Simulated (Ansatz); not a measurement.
A search over several starts for the lowest SCF solution of diborane mono Me (CH8B2) at the given spin, in a small basis.

```yaml
crystal:
  periodic: [false, false, false]
  atoms:
    - {symbol: B, position_ang: [-0.367640, 0.447661, 0.017837]}
    - {symbol: C, position_ang: [-0.961932, -0.836460, 0.698598]}
    - {symbol: H, position_ang: [-0.986288, 1.468647, -0.039907]}
    - {symbol: H, position_ang: [0.845453, 0.755550, 0.494821]}
    - {symbol: B, position_ang: [1.247841, 0.471495, -0.706459]}
    - {symbol: H, position_ang: [1.650241, 1.471953, -1.210491]}
    - {symbol: H, position_ang: [1.898031, -0.527389, -0.669859]}
    - {symbol: H, position_ang: [0.085850, 0.198741, -1.217417]}
    - {symbol: H, position_ang: [-1.896188, -1.127464, 0.207552]}
    - {symbol: H, position_ang: [-1.226306, -0.626063, 1.739885]}
    - {symbol: H, position_ang: [-0.289061, -1.696671, 0.685450]}
basis:
  gaussian: {orbitals: def2-SVP, initial_orbitals: start.molden}
hamiltonian: {xc: pbe0, dispersion: d4}
output: {orbitals: {seedname: orbitals}}
```

The file start.molden holds the orbitals of an earlier run on this structure, at another level or in another basis.

```sh
$ ansatz run in.yaml --threads 4 --pin off --events-out ev --progress --plain --max-ram 3916MiB
```

It prints (some lines left out):

```
Functional definition: PBE0
930 factors; their error is unknown
mean field evaluation 1: about -2514.3817 eV, gradient 4.3e0 eV
mean field evaluation 2: about -2514.4421 eV, gradient 4.8e-2 eV
mean field evaluation 4: about -2514.4361 eV, gradient 3.5e-5 eV
mean field evaluation 8: about -2514.4128 eV, gradient 3.1e0 eV
mean field evaluation 16: about -2514.4361 eV, gradient 9.4e-4 eV
mean field -2514.43605953 eV, -92.4038208417 hartree, gradient 4.0e-5 eV, S^2 0.000000; 1 other end points of the search recorded, 0 dependent functions left out
reference -2514.43608587 eV, -92.4038218099 hartree; 12, 12 occupied and 70, 70 virtual orbitals, 930 factors
Total energy: -2514.55297898 eV, -92.4081175523 hartree
```

Run time 0.7 s (4 threads of Arm Neoverse V1 on a shared host).
